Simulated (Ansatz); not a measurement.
Reaction (SMILES): P (PH3) → [PH2] (PH2) + H atom
B3LYP-D3(BJ)/def2-TZVP geometries, fixed; electronic energies without zero-point terms.
Largest species:
```xyz
4

P      0.0029     0.0016     0.1282
H     -0.0038     1.1839    -0.6561
H      1.0120    -0.6137    -0.6568
H     -1.0521    -0.5944    -0.6098
```
Charge 0, spin multiplicity 1.

Effect of a fitting basis named in the input at MP2/def2-TZVPP with Ansatz (an electronic-structure program), against the last row, where the bond dissociation energy is 84.44 kcal/mol. Cores are frozen. Open shells are unrestricted. The default fits or decomposes integrals by the program's own choice; accuracy: high also tightens integrals, grids and stops.

```csv
setting,largest shift of a total energy (mEh),shift of the bond dissociation energy (kcal/mol)
fitting: def2-universal-jkfit and def2-SVP-RIFIT,-0.706,-0.425
fitting: def2-universal-jkfit and cc-pVDZ-RIFIT,-0.477,-0.479
fitting: def2-universal-jkfit and cc-pVTZ-RIFIT,0.085,-0.017
fitting: def2-universal-jkfit and aug-cc-pVTZ-RIFIT,0.075,-0.013
fitting: def2-universal-jkfit and cc-pVQZ-RIFIT,0.075,-0.011
fitting: def2-universal-jkfit and aug-cc-pVQZ-RIFIT,0.061,-0.008
accuracy: high,-0.001,0.000
accuracy: medium (default),0.000,0.000
```

Within 0.02 kcal/mol in the bond dissociation energy: fitting: def2-universal-jkfit and cc-pVTZ-RIFIT; fitting: def2-universal-jkfit and aug-cc-pVTZ-RIFIT; fitting: def2-universal-jkfit and cc-pVQZ-RIFIT; fitting: def2-universal-jkfit and aug-cc-pVQZ-RIFIT; accuracy: high. The largest shift is 0.706 mEh in a total energy and 0.479 kcal/mol in the difference.
